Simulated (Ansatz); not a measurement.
# BSiH (singlet): the correlation ladder at a displaced geometry (v2), 6-31G

The task here is to estimate one member of a computed series from the others.

Program: Ansatz 0.2.0, Gaussian basis. Level of theory: 6-31G, core rule «outside noble gas», up to 6 orbitals frozen. These are calculated values, not measurements.

The runs, in order: UHF; CCSD(T) on RHF; CCSD(T) on UHF; BCCD(T) on RHF; CISD; CCSDT(Q) on RHF; CCSDT(Q) on UHF; CCSDTQ on RHF; CCSDTQ on UHF; CASSCF and MRCISD+Q, 8 electrons in 9 orbitals; CASSCF and NEVPT2, 8 electrons in 9 orbitals; Full CI.

14 further runs of the same task are left out: 5 that didn't finish, 9 set aside as unsound or not needed.

**The system**

The geometry is a PBE0/def2-TZVP stationary point (not a proven minimum) with its atoms shifted at random (size 0.100 Å).

3 atoms, charge 0, spin multiplicity 1.

Atoms are counted from 1 here; the program's logs count them from 0.

Bond lengths: Si1–B2 1.891 Å, B2–H3 1.197 Å. Angles: Si1–B2–H3 171.1°.

Set-up of the first run:

The input, in.yaml:

```yaml
crystal:
  periodic: [false, false, false]
  atoms:
    - {symbol: Si, position_ang: [0.084376, 0.005225, 1.653752]}
    - {symbol: B, position_ang: [-0.080498, 0.013599, -0.229803]}
    - {symbol: H, position_ang: [-0.003878, -0.018825, -1.423949]}
basis:
  gaussian: {orbitals: 6-31G}
magnetization: {spin_polarized: true, initial_magnetization: 0}
hamiltonian: {xc: hf}
output: {orbitals: {seedname: orbitals}}
```

Launch:

```bash
> ansatz run in.yaml --threads 1 --pin off --events-out ev --progress --plain --max-ram 2393MiB
```

Among the steps run: UHF; CCSD(T) on RHF; CCSD(T) on UHF; BCCD(T) on RHF; CISD; CCSDT(Q) on RHF; CCSDT(Q) on UHF; CCSDTQ on RHF; CCSDTQ on UHF; CASSCF and MRCISD+Q, 8 electrons in 9 orbitals; CASSCF and NEVPT2, 8 electrons in 9 orbitals; Full CI.

One of the session's tables, all rows but one given; the rest of the session is left out.

```
          method  from FCI (kJ/mol)
             RHF             +318.4
            RMP2              +91.7
            CISD              +39.4
           RCCSD              +19.2
        RCCSD(T)                  ?
         BCCD(T)              +10.4
          RCCSDT               +5.0
       RCCSDT(Q)               +1.3
         RCCSDTQ               +0.2
  CASSCF valence              +77.1
  NEVPT2 valence              +22.7
  MRCISD valence               +1.9
MRCISD+Q valence               +0.3
             FCI                  0
```

Estimate the missing values for RCCSD(T).

**Answer.** from FCI (kJ/mol): +10.3. In the column «from FCI (kJ/mol)» it lies between RCCSDT (+5.0) and BCCD(T) (+10.4).

Left out of the table: UHF, UMP2, UCCSD, UCCSD(T), UCCSDT, UCCSDT(Q), UCCSDTQ (another determinant or state than the rows shown).

To keep in mind: The report flags that the cluster equations may have other roots. The program flags RCCSDT(Q), RCCSDTQ as in doubt, so those rows may rest on another solution; read them beside their warnings.
